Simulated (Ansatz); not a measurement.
## Molecular dynamics of BH7OSi

Input file:

```yaml
crystal:
  periodic: [false, false, false]
  atoms:
    - { symbol: B, position_ang: [-1.067405, 0.653181, -0.705299] }
    - { symbol: O, position_ang: [0.564259, 0.367978, -0.476011] }
    - { symbol: Si, position_ang: [0.819571, -0.627416, 0.901635] }
    - { symbol: H, position_ang: [-1.42445, -0.247512, -1.430822] }
    - { symbol: H, position_ang: [-1.122526, 1.764698, -1.166618] }
    - { symbol: H, position_ang: [-1.47101, 0.556953, 0.439753] }
    - { symbol: H, position_ang: [1.001463, 0.116547, -1.300872] }
    - { symbol: H, position_ang: [-0.07626, -1.804323, 0.87209] }
    - { symbol: H, position_ang: [0.620718, 0.229357, 2.085563] }
    - { symbol: H, position_ang: [2.238839, -1.060564, 0.783382] }
basis:
  gaussian: { orbitals: "6-31G*" }
hamiltonian:
  xc: pbe0
md:
  timestep: 0.5
  n_steps: 166
  ensemble: nvt_langevin
  temperature: 300.0
  initial_velocities: maxwell_boltzmann
  seed: 288079
  friction: 0.02
```

Command:

```bash
$ ansatz run input.yaml --threads 1 --pin off --max-ram 2048MiB --backend cpu --events-out ev --progress --plain --runs-dir out
```

It starts from a relaxed structure.

Output, in part (one step line in 3, the closing report, with atoms numbered from 0):

```
md step     0: t =     0.00 fs  T =   270.0 K  F+E_penalty+E_count = -10707.57629537 eV  E_kin = 0.349002 eV  (22 SCF iters)
md step     3: t =     1.50 fs  T =   238.1 K  F+E_penalty+E_count = -10707.51669054 eV  E_kin = 0.307823 eV  (24 SCF iters)
md step     6: t =     3.00 fs  T =   164.2 K  F+E_penalty+E_count = -10707.41257612 eV  E_kin = 0.212239 eV  (24 SCF iters)
md step     9: t =     4.50 fs  T =   119.4 K  F+E_penalty+E_count = -10707.38120658 eV  E_kin = 0.154391 eV  (22 SCF iters)
md step    12: t =     6.00 fs  T =   133.0 K  F+E_penalty+E_count = -10707.42054537 eV  E_kin = 0.171879 eV  (22 SCF iters)
md step    15: t =     7.50 fs  T =   158.6 K  F+E_penalty+E_count = -10707.46066155 eV  E_kin = 0.205015 eV  (21 SCF iters)
md step    18: t =     9.00 fs  T =   150.9 K  F+E_penalty+E_count = -10707.44086647 eV  E_kin = 0.195047 eV  (21 SCF iters)
md step    21: t =    10.50 fs  T =    99.0 K  F+E_penalty+E_count = -10707.39074725 eV  E_kin = 0.127984 eV  (21 SCF iters)
md step    24: t =    12.00 fs  T =   137.6 K  F+E_penalty+E_count = -10707.42648886 eV  E_kin = 0.177842 eV  (20 SCF iters)
md step    27: t =    13.50 fs  T =   195.4 K  F+E_penalty+E_count = -10707.48964843 eV  E_kin = 0.252562 eV  (21 SCF iters)
md step    30: t =    15.00 fs  T =   153.3 K  F+E_penalty+E_count = -10707.47502454 eV  E_kin = 0.198125 eV  (22 SCF iters)
md step    33: t =    16.50 fs  T =   139.4 K  F+E_penalty+E_count = -10707.43238736 eV  E_kin = 0.180193 eV  (22 SCF iters)
md step    36: t =    18.00 fs  T =   147.9 K  F+E_penalty+E_count = -10707.44000674 eV  E_kin = 0.191190 eV  (21 SCF iters)
md step    39: t =    19.50 fs  T =   152.1 K  F+E_penalty+E_count = -10707.46074686 eV  E_kin = 0.196645 eV  (22 SCF iters)
md step    42: t =    21.00 fs  T =   130.5 K  F+E_penalty+E_count = -10707.47159563 eV  E_kin = 0.168724 eV  (21 SCF iters)
md step    45: t =    22.50 fs  T =   126.9 K  F+E_penalty+E_count = -10707.46256980 eV  E_kin = 0.164053 eV  (22 SCF iters)
md step    48: t =    24.00 fs  T =   127.9 K  F+E_penalty+E_count = -10707.43662058 eV  E_kin = 0.165326 eV  (21 SCF iters)
md step    51: t =    25.50 fs  T =   163.1 K  F+E_penalty+E_count = -10707.44032307 eV  E_kin = 0.210830 eV  (22 SCF iters)
md step    54: t =    27.00 fs  T =   206.9 K  F+E_penalty+E_count = -10707.49465105 eV  E_kin = 0.267419 eV  (23 SCF iters)
md step    57: t =    28.50 fs  T =   256.7 K  F+E_penalty+E_count = -10707.51693035 eV  E_kin = 0.331780 eV  (24 SCF iters)
md step    60: t =    30.00 fs  T =   240.4 K  F+E_penalty+E_count = -10707.48627460 eV  E_kin = 0.310797 eV  (24 SCF iters)
md step    63: t =    31.50 fs  T =   197.1 K  F+E_penalty+E_count = -10707.43271545 eV  E_kin = 0.254796 eV  (24 SCF iters)
md step    66: t =    33.00 fs  T =   213.8 K  F+E_penalty+E_count = -10707.39084390 eV  E_kin = 0.276410 eV  (22 SCF iters)
md step    69: t =    34.50 fs  T =   215.9 K  F+E_penalty+E_count = -10707.41310970 eV  E_kin = 0.279093 eV  (24 SCF iters)
md step    72: t =    36.00 fs  T =   224.4 K  F+E_penalty+E_count = -10707.39469018 eV  E_kin = 0.290116 eV  (24 SCF iters)
md step    75: t =    37.50 fs  T =   164.7 K  F+E_penalty+E_count = -10707.30367749 eV  E_kin = 0.212881 eV  (21 SCF iters)
md step    78: t =    39.00 fs  T =   179.4 K  F+E_penalty+E_count = -10707.27961649 eV  E_kin = 0.231851 eV  (22 SCF iters)
md step    81: t =    40.50 fs  T =   217.8 K  F+E_penalty+E_count = -10707.34496037 eV  E_kin = 0.281489 eV  (24 SCF iters)
md step    84: t =    42.00 fs  T =   243.0 K  F+E_penalty+E_count = -10707.34359470 eV  E_kin = 0.314067 eV  (24 SCF iters)
md step    87: t =    43.50 fs  T =   233.5 K  F+E_penalty+E_count = -10707.29150102 eV  E_kin = 0.301801 eV  (24 SCF iters)
md step    90: t =    45.00 fs  T =   189.7 K  F+E_penalty+E_count = -10707.25309462 eV  E_kin = 0.245185 eV  (20 SCF iters)
md step    93: t =    46.50 fs  T =   175.8 K  F+E_penalty+E_count = -10707.24876490 eV  E_kin = 0.227282 eV  (22 SCF iters)
md step    96: t =    48.00 fs  T =   220.8 K  F+E_penalty+E_count = -10707.33070137 eV  E_kin = 0.285360 eV  (24 SCF iters)
md step    99: t =    49.50 fs  T =   293.3 K  F+E_penalty+E_count = -10707.39887506 eV  E_kin = 0.379073 eV  (24 SCF iters)
md step   102: t =    51.00 fs  T =   225.7 K  F+E_penalty+E_count = -10707.32704969 eV  E_kin = 0.291749 eV  (23 SCF iters)
md step   105: t =    52.50 fs  T =   226.0 K  F+E_penalty+E_count = -10707.31378397 eV  E_kin = 0.292180 eV  (24 SCF iters)
md step   108: t =    54.00 fs  T =   246.4 K  F+E_penalty+E_count = -10707.37183977 eV  E_kin = 0.318456 eV  (24 SCF iters)
md step   111: t =    55.50 fs  T =   269.4 K  F+E_penalty+E_count = -10707.34789520 eV  E_kin = 0.348190 eV  (24 SCF iters)
md step   114: t =    57.00 fs  T =   192.3 K  F+E_penalty+E_count = -10707.30185951 eV  E_kin = 0.248568 eV  (24 SCF iters)
md step   117: t =    58.50 fs  T =   194.2 K  F+E_penalty+E_count = -10707.31361800 eV  E_kin = 0.251082 eV  (23 SCF iters)
md step   120: t =    60.00 fs  T =   227.9 K  F+E_penalty+E_count = -10707.35174366 eV  E_kin = 0.294636 eV  (24 SCF iters)
md step   123: t =    61.50 fs  T =   238.4 K  F+E_penalty+E_count = -10707.39876841 eV  E_kin = 0.308130 eV  (24 SCF iters)
md step   126: t =    63.00 fs  T =   237.6 K  F+E_penalty+E_count = -10707.40606747 eV  E_kin = 0.307099 eV  (24 SCF iters)
md step   129: t =    64.50 fs  T =   185.7 K  F+E_penalty+E_count = -10707.37891199 eV  E_kin = 0.240090 eV  (23 SCF iters)
md step   132: t =    66.00 fs  T =   230.7 K  F+E_penalty+E_count = -10707.41242388 eV  E_kin = 0.298236 eV  (22 SCF iters)
md step   135: t =    67.50 fs  T =   247.5 K  F+E_penalty+E_count = -10707.46763022 eV  E_kin = 0.319974 eV  (23 SCF iters)
md step   138: t =    69.00 fs  T =   228.7 K  F+E_penalty+E_count = -10707.44861684 eV  E_kin = 0.295628 eV  (21 SCF iters)
md step   141: t =    70.50 fs  T =   156.9 K  F+E_penalty+E_count = -10707.39896243 eV  E_kin = 0.202762 eV  (21 SCF iters)
md step   144: t =    72.00 fs  T =   141.1 K  F+E_penalty+E_count = -10707.37349383 eV  E_kin = 0.182323 eV  (24 SCF iters)
md step   147: t =    73.50 fs  T =   124.3 K  F+E_penalty+E_count = -10707.33808757 eV  E_kin = 0.160635 eV  (24 SCF iters)
md step   150: t =    75.00 fs  T =   148.4 K  F+E_penalty+E_count = -10707.35040038 eV  E_kin = 0.191779 eV  (22 SCF iters)
md step   153: t =    76.50 fs  T =   202.2 K  F+E_penalty+E_count = -10707.39377155 eV  E_kin = 0.261374 eV  (24 SCF iters)
md step   156: t =    78.00 fs  T =   196.4 K  F+E_penalty+E_count = -10707.37687098 eV  E_kin = 0.253912 eV  (21 SCF iters)
md step   159: t =    79.50 fs  T =   230.9 K  F+E_penalty+E_count = -10707.40147583 eV  E_kin = 0.298405 eV  (24 SCF iters)
md step   162: t =    81.00 fs  T =   274.7 K  F+E_penalty+E_count = -10707.43457473 eV  E_kin = 0.355083 eV  (24 SCF iters)
md step   165: t =    82.50 fs  T =   214.2 K  F+E_penalty+E_count = -10707.38582098 eV  E_kin = 0.276863 eV  (24 SCF iters)
md step   166: t =    83.00 fs  T =   226.6 K  F+E_penalty+E_count = -10707.38447998 eV  E_kin = 0.292880 eV  (23 SCF iters)
Total energy: -10707.38450502 eV, -393.4891228335 hartree
Atom 0 at    -0.938226     0.400367    -0.811411 Å, force    -0.829320    -0.205455     0.080124 eV/Å
Atom 1 at     0.586951     0.020736    -0.563908 Å, force    -1.018994     0.449083     1.583955 eV/Å
Atom 2 at     0.830004    -0.710853     0.956860 Å, force    -0.239288    -0.145054     0.872489 eV/Å
Atom 3 at    -1.372705    -0.477824    -1.486091 Å, force    -0.189210    -0.440545    -0.288731 eV/Å
Atom 4 at    -1.041383     1.463767    -1.342380 Å, force     0.275776     0.416083     0.058628 eV/Å
Atom 5 at    -1.392072     0.340835     0.333004 Å, force     0.223704     0.077326    -0.084208 eV/Å
Atom 6 at     1.195014    -0.031598    -1.270856 Å, force     1.136881    -0.170595    -1.375179 eV/Å
Atom 7 at     0.079893    -1.991838     1.163838 Å, force     0.030885     0.356974    -0.284812 eV/Å
Atom 8 at     0.543879     0.219807     2.122935 Å, force     0.216976    -0.274427    -0.748015 eV/Å
Atom 9 at     2.258737    -1.032997     0.820234 Å, force     0.392589    -0.063390     0.185749 eV/Å
Dipole moment:     0.857964    -0.280150     0.141652 e Å
```

The run went to its last step. The mean temperature of the second half is 29 % below the set value. A run of 0.083 ps of so small a system gives no equilibrium averages.

The same pairs are bonded in the first frame and the last. Pairs count as bonded within 1.25 times the sum of covalent radii (0.12 Å more for H–H).

Last frame:

```xyz
10
Properties=species:S:1:pos:R:3
B -0.938 0.400 -0.811
O 0.587 0.021 -0.564
Si 0.830 -0.711 0.957
H -1.373 -0.478 -1.486
H -1.041 1.464 -1.342
H -1.392 0.341 0.333
H 1.195 -0.032 -1.271
H 0.080 -1.992 1.164
H 0.544 0.220 2.123
H 2.259 -1.033 0.820
```

Run time: 6.1 min on 1 thread of Arm Neoverse V1, on a shared host, peak memory 0.12 GiB.
